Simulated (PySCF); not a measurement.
Molecule: `InChI=1S/C2H6O/c1-3-2/h1-2H3`.

Atoms are numbered as in `[CH3:1][O:2][CH3:3]`; H(Xn) means a hydrogen on atom n.

Spin–spin couplings on one PBE0-D3(BJ)/def2-SVP geometry, PySCF 2.14.0 with density-fitted response routines, gas phase, non-relativistic, equivalent pairs averaged; isotopes ¹³C, ¹H; basis pcJ-1.

Reference values (Hz): ¹J(C1,H(C1)) = 140.0 (measured; liquid or solution (compiled); San Fabian, Garcia de la Vega, Suardiaz et al., Magn. Reson. Chem. 2013, 51, 775 (SI)).

Problem. How do the couplings (Hz) change with the functional? Times are CPU seconds on shared hosts with different chips, so compare them loosely.

Solution. 
```tsv
functional	functions	¹J(C1,H(C1))	abs. error	core-s
HF	141	175.7	35.7	3.1
LDA	141	109.3	30.7	3.8
PBE	141	131.5	8.5	6.3
KT2	141	138.8	1.2	6.5
B3LYP	141	144.5	4.5	17
PBE0	141	136.3	3.7	6.4
B97-2	141	131.1	8.9	6.2
BHandHLYP	141	155.7	15.7	8.2
CAM-B3LYP	141	142.0	2.0	7.9
```

Errors compare magnitudes, without vibrational corrections. Closest: KT2; furthest: HF.
